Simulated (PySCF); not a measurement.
# Computed NMR parameters against published values

Atom-mapped SMILES (the numbers label the heavy atoms): `[O:1]=[C:2]([F:3])[F:4]`.

The experiment to reproduce: δ $^{19}$F F3/F4 -23.0 ppm (measured; solution; E. Pretsch, P. Bühlmann, M. Badertscher, Structure Determination of Organic Compounds, 4th ed., Springer 2009).
σ $^{19}$F F3/F4 221.2 ppm (measured; gas, 300 K; M. E. Harding, PhD thesis, Mainz 2008 (Harding, Lenhart, Auer, Gauss, JCP 2008, 128, 244111)). Coupling constants: $^{1}J$(C2,F3) -294.4 Hz, $^{1}J$(C2,F3) -308.0 Hz.

[PySCF: couplings computed with B3LYP/pcJ-1; geometry: GFN2-xTB; NMR shieldings at PBE0/pcSseg-1/GIAO; single conformer; non-relativistic Hamiltonian; averaged over atoms made equivalent by symmetry, fast rotation or ring inversion; isolated molecule]

**Question.** What does the calculation give, and how does it compare?

**Answer.** 
Reference values: measured (solution; E. Pretsch, P. Bühlmann, M. Badertscher, Structure Determination of Organic Compounds, 4th ed., Springer 2009).
| atoms | quantity | reference | computed | computed, scaled |
| --- | --- | --- | --- | --- |
| F3/F4 | δ $^{19}$F vs CFCl3 | -23.0 | -25.3 | -31.0 |

Reference values: measured (gas, 300 K; M. E. Harding, PhD thesis, Mainz 2008 (Harding, Lenhart, Auer, Gauss, JCP 2008, 128, 244111)).
```
atoms    quantity  reference  computed
F3/F4  σ $^{19}$F      221.2     196.2
```

Absolute shieldings are compared as such; zero-point and thermal motion, absent here, lowers them by some tenths of a ppm for H, a few ppm for C and up to about 10 ppm for F.

Computed shifts are σ(ref) − σ with the named reference compound (TMS for H and C) calculated as an isolated molecule at the same level. The measured values may be among those fitted. Shieldings were converted by a linear fit to measured shifts: $^{19}$F (scatter 6.0 ppm rms, 7.0 ppm with the 5 outliers that the fit left out vs CFCl3, solution or neat liquid, with a term for F on sp3 carbon). Occasional misses reach two or three times the rms, and more in compound classes unlike the fitted ones.

Coupling constants in Hz:
```tsv
coupling	reference	computed	source
$^{1}J$(C2,F3)	-294.4	-405.6	CC3; gas (equilibrium); Jessen and Sauer, arXiv:2312.00705; CC3 and CCSD from Faber, Sauer, Gauss 2017
$^{1}J$(C2,F3)	-308.0	-405.6	measured; Jessen and Sauer, arXiv:2312.00705; CC3 and CCSD from Faber, Sauer, Gauss 2017
```

4 of the 10 published NMR values on file for this molecule are compared. The rest: values from further sources, other calculations.
